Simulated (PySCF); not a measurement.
Telling isomers of C4H7NO apart by NMR

PySCF calculation with GFN2-xTB geometry and GIAO PBE0/pcSseg-1 shieldings; relativity neglected, rapidly exchanging positions averaged, a single conformation, no solvent model.

Shifts are taken against calculated references (same method and geometry level): TMS for ¹H, ¹³C. Where no couplings were computed, multiplicities follow the n + 1 count of equivalent neighbours, and m marks all less simple cases (inequivalent or close neighbours, rings, F or P nearby). Acid and N–H amide carbonyl carbons lie up to 10 ppm further downfield in solution (hydrogen bonding). Shifts are as computed. Against solution values, carbons near 30 ppm lie about +3 ppm off and those near 130 ppm about +5 ppm (rms about the fit 2.1 ppm; single classes can miss by 10 ppm). Of 1328 compounds with measured shifts, 309 miss one by over three times the rms of a fit or turn the order of signals round; such compounds aren't used in these exercises. Signals without a measured value on file couldn't be tested in this way; 1H shifts scatter by 0.2 ppm about their fit, and single ones miss by 0.5 ppm. Groups on amide-type nitrogens are kept apart (slow C–N rotation). OH and NH positions are gas-phase values without hydrogen bonding to other molecules.

(1) Tabulate the signals of `C=C/N=C\OC`, `CCOC1=NC1`, `C=C(C)C(N)=O` and their relative energies.

(2) What is the quickest way to tell C=C/N=C\OC from CCOC1=NC1?

(3) What is the quickest way to tell C=C/N=C\OC from C=C(C)C(N)=O?

(4) What is the quickest way to tell CCOC1=NC1 from C=C(C)C(N)=O?

Results:

(1) 
```json
{"SMILES": "C=C/N=C\\OC", "carbon types": "2×CH 1×CH2 1×CH3", "δC": "146.9, 146.1, 98.7, 61.8", "δH": "7.02 (m, 1H), 6.68 (s, 1H), 4.36 (m, 1H), 4.31 (m, 1H), 3.87 (s, 3H)", "E rel. (kcal/mol)": "38.9"}
{"SMILES": "CCOC1=NC1", "carbon types": "1×C 2×CH2 1×CH3", "δC": "179.2, 68.7, 30.1, 17.1", "δH": "4.42 (q, 2H), 1.98 (s, 2H), 1.57 (t, 3H)", "E rel. (kcal/mol)": "52.3"}
{"SMILES": "C=C(C)C(N)=O", "carbon types": "2×C 1×CH2 1×CH3", "δC": "170.8, 153.8, 120.2, 22.6", "δH": "5.54 (m, 1H), 5.53 (m, 1H), 5.24 (br, 1H), 4.50 (br, 1H), 2.12 (s, 3H)", "E rel. (kcal/mol)": "0.0"}
```

Energies are electronic energies at PBE0/pcSseg-1 on these geometries, without zero-point or thermal terms, each for the one conformer computed, which needn't be the lowest.

(2) Both give the same number of carbon signals, but DEPT or the intensities differ. The first has an alkene CH at 146.9 ppm, the second a C=N carbon (C) at 179.2 ppm. In the proton spectra the most deshielded non-exchanging signals are 7.02 (m, 1H) and 4.42 (q, 2H).

(3) Both give the same number of carbon signals, but DEPT or the intensities differ. The first has an alkene CH at 146.9 ppm, the second an amide carbonyl carbon (C) at 170.8 ppm. In the proton spectra the most deshielded non-exchanging signals are 7.02 (m, 1H) and 5.54 (m, 1H).

(4) Both give the same number of carbon signals, but DEPT or the intensities differ. The first has a three-membered-ring carbon (CH2) at 30.1 ppm, the second a β carbon of a C=C–C=O unit (CH2) at 120.2 ppm. Their most deshielded carbons lie at 179.2 and 170.8 ppm. In the proton spectra the most deshielded non-exchanging signals are 4.42 (q, 2H) and 5.54 (m, 1H).
